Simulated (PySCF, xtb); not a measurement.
formamide (CH3NO), SMILES NC=O. One conformer was computed; it need not be the lowest.

Harmonic wavenumbers (cm⁻¹) from xtb with GFN2-xTB at its own minimum, in rising order: 320, 534, 608, 957, 1019, 1242, 1362, 1463, 1795, 2776, 3459, 3545.

Task: What does PBE0-D3(BJ)/def2-TZVP (PySCF) give at its own minimum? (An estimate is asked for; the answer gives what the named calculation found.)

Result: 243, 570, 650, 1050, 1063, 1287, 1420, 1620, 1832, 2956, 3612, 3752. Paired by order, the mean absolute difference is 94 cm⁻¹ and the zero-point energies are 27.3 and 28.7 kcal/mol.
